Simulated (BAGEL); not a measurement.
**C2H3B (SMILES BC#C): RI-MP2/aug-cc-pVDZ (density fitting with qzvpp-jkfit)**

What is the energy change on altering one bond length of C2H3B at RI-MP2/aug-cc-pVDZ (density fitting with qzvpp-jkfit)? 

Program for the calculation: BAGEL 1.2.2.

2 further runs of the same task are left out: 2 set aside as unsound or not needed. Runs told in other sessions of the task aren't counted.

### 1 The structure to begin with

C2H3B: 6 atoms, total charge 0, spin state singlet. SMILES: `BC#C`. The shape is that of a PBE0-D4/def2-TZVP optimisation.

Bond lengths: B1–C2 1.501 Å, C2–C3 1.210 Å, B1–H4 1.193 Å, B1–H5 1.193 Å, C3–H6 1.066 Å. Angles: B1–C2–C3 180.0°, C2–B1–H4 119.9°, C2–B1–H5 119.9°, C2–C3–H6 180.0°, H4–B1–H5 120.3°.

### 2 A single-point energy at RI-MP2/aug-cc-pVDZ (density fitting with qzvpp-jkfit)

The input, calc.json:

```json
{ "bagel": [

{
  "title": "molecule",
  "basis": "aug-cc-pvdz.json",
  "df_basis": "qzvpp-jkfit",
  "angstrom": true,
  "geometry": [
    { "atom": "B", "xyz": [      -0.830400,       0.647300,      -0.394300 ] },
    { "atom": "C", "xyz": [       0.278600,      -0.224100,       0.117900 ] },
    { "atom": "C", "xyz": [       1.172700,      -0.926600,       0.530500 ] },
    { "atom": "H", "xyz": [      -1.756200,       0.156700,      -0.965700 ] },
    { "atom": "H", "xyz": [      -0.783300,       1.828200,      -0.228600 ] },
    { "atom": "H", "xyz": [       1.960800,      -1.545600,       0.894000 ] }
  ]
},

{ "title": "hf" },

{ "title": "mp2", "ncore": 3 }

]}
```

The basis set aug-cc-pVDZ is read from a file made from the Basis Set Exchange's data (not shown).

On the command line:

```
$ BAGEL_NUM_THREADS=1 BAGEL calc.json > calc.out
```

What it wrote:

```text
* using 1 threads per process

  ===============================================================
  ===============================================================

  *** Geometry ***

  { "atom" : "B", "xyz" : [     -1.569229,      1.223220,     -0.745119 ] },
  { "atom" : "C", "xyz" : [      0.526478,     -0.423488,      0.222799 ] },
  { "atom" : "C", "xyz" : [      2.216082,     -1.751020,      1.002500 ] },
  { "atom" : "H", "xyz" : [     -3.318737,      0.296120,     -1.824909 ] },
  { "atom" : "H", "xyz" : [     -1.480222,      3.454797,     -0.431991 ] },
  { "atom" : "H", "xyz" : [      3.705375,     -2.920761,      1.689415 ] },

  Number of auxiliary basis functions:      279

  Since a DF basis is specified, we compute 2- and 3-index integrals:
    o Being stored without compression. Storage requirement is 0.021 GB

  Number of basis functions:       96
  Number of electrons      :       20

    * METHOD: MOLECULE                             0.07

  *** RHF ***

  === Nuclear Repulsion ===
    46.7381231439

      * DIIS with orbital gradients will be used.

  === RHF iteration (aug-cc-pvdz.json) ===
      0       -101.90514536          0.02107215           0.02
      1       -102.03822333          0.01419495           0.02
      2       -102.09607242          0.00240306           0.02
      3       -102.09838562          0.00088976           0.02
      4       -102.09871239          0.00014811           0.02
      5       -102.09872842          0.00006968           0.02
      6       -102.09873409          0.00003718           0.02
      7       -102.09873603          0.00001610           0.02
      8       -102.09873636          0.00000623           0.02
      9       -102.09873639          0.00000120           0.02
     10       -102.09873639          0.00000046           0.02
     11       -102.09873639          0.00000012           0.02
     12       -102.09873639          0.00000003           0.02
     13       -102.09873639          0.00000002           0.02
     14       -102.09873639          0.00000001           0.02
     15       -102.09873639          0.00000001           0.02
    * SCF iteration converged.

    * Permanent dipole moment:
           (   -0.237135,     0.186167,    -0.109255) a.u.

    * METHOD: HF                                   0.33

  *** RHF ***

  === Nuclear Repulsion ===
    46.7381231439

      * DIIS with orbital gradients will be used.

  === RHF iteration (aug-cc-pvdz.json) ===
      0       -102.09873639          0.00000000           0.01
    * SCF iteration converged.

    * Permanent dipole moment:
           (   -0.237135,     0.186168,    -0.109255) a.u.

  === DF-MP2 calculation ===

    * freezing 3 orbitals
    * 3-index integral transformation done
    * assembly done

      MP2 correlation energy:   -0.3384639588      0.01

      MP2 total energy:       -102.4372003511

    * METHOD: MP2                                  0.05

  ===============================================================
```

Run time: 0.62 s. Hardware: 1 thread of Arm Neoverse V2, shared host.

### 3 The distorted shape, same level

The input, input.json:

```json
{ "bagel" : [

{
  "title" : "molecule",
  "basis" : "aug-cc-pvdz.json",
  "df_basis" : "qzvpp-jkfit",
  "angstrom" : true,
  "geometry" : [
    { "atom" : "B", "xyz" : [      -1.460856,       1.142481,      -0.685089 ] },
    { "atom" : "C", "xyz" : [      -0.351856,       0.271081,      -0.172889 ] },
    { "atom" : "C", "xyz" : [       0.542244,      -0.431419,       0.239711 ] },
    { "atom" : "H", "xyz" : [      -2.386656,       0.651881,      -1.256489 ] },
    { "atom" : "H", "xyz" : [      -1.413756,       2.323381,      -0.519389 ] },
    { "atom" : "H", "xyz" : [       1.960800,      -1.545600,       0.894000 ] }
  ]
},

{ "title" : "hf" },

{ "title" : "mp2", "ncore" : 3 }

]}
```

The basis set aug-cc-pVDZ is read from a file made from the Basis Set Exchange's data (not shown).

On the command line:

```
$ BAGEL_NUM_THREADS=1 BAGEL input.json > input.out
```

What it wrote:

```text
* using 1 threads per process

  ===============================================================
  ===============================================================

  *** Geometry ***

  { "atom" : "B", "xyz" : [     -2.760618,      2.158976,     -1.294631 ] },
  { "atom" : "C", "xyz" : [     -0.664911,      0.512269,     -0.326713 ] },
  { "atom" : "C", "xyz" : [      1.024693,     -0.815264,      0.452988 ] },
  { "atom" : "H", "xyz" : [     -4.510126,      1.231877,     -2.374420 ] },
  { "atom" : "H", "xyz" : [     -2.671612,      4.390554,     -0.981503 ] },
  { "atom" : "H", "xyz" : [      3.705375,     -2.920761,      1.689415 ] },

  Number of auxiliary basis functions:      279

  Since a DF basis is specified, we compute 2- and 3-index integrals:
    o Being stored without compression. Storage requirement is 0.021 GB

  Number of basis functions:       96
  Number of electrons      :       20

    * METHOD: MOLECULE                             0.08

  *** RHF ***

  === Nuclear Repulsion ===
    44.8681005641

      * DIIS with orbital gradients will be used.

  === RHF iteration (aug-cc-pvdz.json) ===
      0       -101.60538264          0.02528221           0.02
      1       -101.78300428          0.02036658           0.02
      2       -101.92028154          0.00309740           0.02
      3       -101.92588764          0.00164085           0.02
      4       -101.92722025          0.00033956           0.02
      5       -101.92731033          0.00009019           0.02
      6       -101.92731902          0.00003276           0.02
      7       -101.92732021          0.00001571           0.02
      8       -101.92732050          0.00000994           0.02
      9       -101.92732064          0.00000392           0.02
     10       -101.92732066          0.00000131           0.02
     11       -101.92732066          0.00000058           0.02
     12       -101.92732066          0.00000013           0.02
     13       -101.92732066          0.00000004           0.02
     14       -101.92732066          0.00000002           0.02
     15       -101.92732066          0.00000001           0.02
    * SCF iteration converged.

    * Permanent dipole moment:
           (   -0.545533,     0.428376,    -0.251482) a.u.

    * METHOD: HF                                   0.33

  *** RHF ***

  === Nuclear Repulsion ===
    44.8681005641

      * DIIS with orbital gradients will be used.

  === RHF iteration (aug-cc-pvdz.json) ===
      0       -101.92732066          0.00000001           0.01
    * SCF iteration converged.

    * Permanent dipole moment:
           (   -0.545532,     0.428376,    -0.251482) a.u.

  === DF-MP2 calculation ===

    * freezing 3 orbitals
    * 3-index integral transformation done
    * assembly done

      MP2 correlation energy:   -0.3616289876      0.01

      MP2 total energy:       -102.2889496467

    * METHOD: MP2                                  0.05

  ===============================================================
```

It took 0.62 s on 1 thread of Arm Neoverse V2, shared host.

### 4 What came out

Level: RI-MP2/aug-cc-pVDZ (density fitting with qzvpp-jkfit), 3 core orbitals frozen.

```
                                                         quantity          value
                                        first shape: total energy  -102.43720 Eh
         first shape: correlation energy (3 core orbitals frozen)     -338.5 mEh
                                    distorted shape: total energy  -102.28895 Eh
     distorted shape: correlation energy (3 core orbitals frozen)     -361.6 mEh
energy change with the C3–H6 bond stretched from 1.066 to 1.919 Å       4.034 eV
```

What this shows: One bond (distorted shape) is far stretched, which a spin-restricted single reference describes badly; perturbation theory on it can break down and give far too much correlation. With the C3–H6 bond stretched from 1.066 to 1.919 Å the energy rises by 4.03 eV (389 kJ/mol). The first shape isn't relaxed at this level, so the change isn't measured from a minimum. A restricted reference can't describe the breaking bond well at this length.
